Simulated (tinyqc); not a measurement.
Inside a calculation. Method: Pariser-Parr-Pople SCF with singles CI, for the molecule O=Cc1c[cH+]1 (SMILES; centres numbered as the heavy atoms are written). One step of it, computed by the program tinyqc.

Task: Iteration 2: Fock matrix. F_rr = H_rr + P_rr gamma_rr / 2 + sum_(s != r) P_ss gamma_rs; F_rs = H_rs - P_rs gamma_rs / 2; E = tr P (H + F) / 2 + core repulsion sum_(r<s) z_r z_s gamma_rs.

P after iteration 1, lower triangle:
```
           1O         2C        3C        4C        5C
1O   1.076162
2C   0.897397   0.845424
3C   0.175330   0.355554  0.718599
4C  -0.226754  -0.011963  0.615547  0.677776
5C  -0.230119  -0.013808  0.616786  0.679895  0.682039
```

core matrix H (eV), lower triangle:
```
            1O          2C          3C          4C          5C
1O  -40.775813
2C   -2.370000  -37.420000
3C    0.000000   -2.390000  -40.553029
4C    0.000000    0.000000   -2.390000  -35.881456
5C    0.000000    0.000000   -2.390000   -2.390000  -36.340626
```

repulsion gamma_rs (eV), lower triangle:
```
           1O         2C         3C         4C         5C
1O  14.090000
2C   8.048184  11.760000
3C   5.396097   7.741307  11.760000
4C   3.614953   4.850793   7.743503  11.760000
5C   4.076579   4.849716   7.742122   7.742208  11.760000
```

Centres (angstrom, eV; a flat drawing with bonds scaled to 1.40 angstrom):
```
centre          x          y  core charge z          W   gamma_rr
1O      -2.084000   0.387000              1  19.640000  14.090000
2C      -1.065000  -0.573000              1  11.930000  11.760000
3C       0.276000  -0.170000              1  11.930000  11.760000
4C       1.638000  -0.492000              1  11.930000  11.760000
5C       1.236000   0.849000              1  11.930000  11.760000
```

Give: F; pi energy.

Result:

F (eV), lower triangle:
```
          1O        2C        3C        4C        5C
1O  -17.2820
2C   -5.9812  -11.6294
3C   -0.4730   -3.7662  -13.4471
4C    0.4099    0.0290   -4.7732  -13.0599
5C    0.4690    0.0335   -4.7776   -5.0219  -13.0321
```

pi energy = -66.8304 eV
